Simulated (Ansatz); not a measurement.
Isolated molecules relaxed with PBE0-D4/def2-TZVP in Ansatz; ΔE leaves out vibrations. CBS: def2 TZ/QZ extrapolation, frozen cores. Functionals use def2-TZVPP. No spin–orbit coupling; open shells (•) take unrestricted orbitals. Spin–orbit coupling would lower the free atoms: a little for F.

`O=BF` → `[B]=O`• + F•  (homolysis of the B–F bond)

(1) What is ΔE at CCSD(T)/CBS? (An estimate is asked.)

(2) What do these levels give: revPBE-D4, r2SCAN-D4, BHLYP-D4, B2PLYP, PBE0, MP2/CBS(def2)? (Best estimate.)

Largest T1 diagnostic among the species: 0.029.

Answers

(1) Ansatz gave: +680.8 kJ/mol.

(2) Ansatz gave: revPBE-D4 667.8, r2SCAN-D4 667.7, BHLYP-D4 651.0, B2PLYP 676.7, PBE0 670.8, MP2/CBS(def2) 715.4 kJ/mol.

From PBE to PBE0 (25 % exact exchange), in def2-TZVPP and without D4, ΔE moves by −21.3 kJ/mol: exact exchange takes away binding that semilocal exchange gives to molecules. At CCSD(T), def2-SVP lies −34.5 kJ/mol from the extrapolated value and def2-TZVPP −16.7 kJ/mol: correlation converges slowly with the basis, and small sets miss more of it in the bonded molecule than in its fragments.
